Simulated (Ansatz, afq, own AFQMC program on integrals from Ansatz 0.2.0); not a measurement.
# GeH3O, doublet: AFQMC among the cluster methods

| atom | x (Å) | y (Å) | z (Å) |
| --- | --- | --- | --- |
| Ge | -0.0304 | -0.0304 | 0.3232 |
| O | 0.0854 | 0.0934 | -1.4546 |
| H | 0.7561 | -1.2887 | 0.7949 |
| H | 0.6241 | 1.2767 | 0.8252 |
| H | -0.5428 | 0.7196 | -1.8222 |

Connectivity, by distances: GeH2–OH.

Basis cc-pVDZ. Noble-gas cores (and the filled d shells of Ga–Kr and In–Xe) are frozen. Integrals, coupled cluster, full CI and functionals: Ansatz 0.2.0; the random walks run on the same integrals in our own AFQMC program. ph-AFQMC/CISD is guided by a CISD state made of CCSD amplitudes; releasing the constraint for a short imaginary time cuts its bias at the price of noise, slowly where states lie close. Error bars are statistical, one sigma. No spin–orbit coupling.

Determinant: UHF, the one that the program's search chose, which needn't be the lowest solution. The geometry is a point of a scan.

No full CI on the walks' own integrals is used here. The released AFQMC energy serves as the reference, which it does only where one determinant dominates, the energy is flat over the last release times and near the phaseless one (40 meV or 2 meV an electron, half that with transition metals). On small molecules, where full CI could be run and the noise was under 10 meV, such values lay within 10 meV of it in 19 cases of 20, a flattering rate, since the rule was set on those same cases; what remains of the bias isn't in the error bar.

Cautions: no relativity below Rb; no spin-orbit coupling; inner d shell frozen; the released value is read at 2.40 1/Eh with a noise of 29 meV, more than in the cases checked (meV from the phaseless value at times in 1/Eh: 8 ± 17 at 0.24, -26 ± 18 at 0.51, -12 ± 19 at 0.99, -32 ± 22 at 1.62, -39 ± 29 at 2.40).

The T1 diagnostic is 0.0165, the weight of the determinant in the CISD state is 0.892 and the ⟨S²⟩ of the determinant is 0.754. The size of the correlated space is 13 electrons in 41 orbitals.

Reference: AFQMC with the constraint released, correlation energy -8.324 ± 0.029 eV.

| level | E − E(reference) (kJ/mol) | share of correlation (%) |
| --- | --- | --- |
| HF | 803.2 ± 2.8 | 0.00 |
| MP2 | 80.7 ± 2.8 | 89.96 |
| CCSD | 21.1 ± 2.8 | 97.37 |
| CCSD(T) | 4.2 ± 2.8 | 99.48 |
| ph-AFQMC/HF | -25.2 ± 13.6 | 103.14 |
| ph-AFQMC/CISD | 3.8 ± 3.2 | 99.53 |

Released energies are given only where the last usable release times agree within the noise; a slower fall can still hide under it.
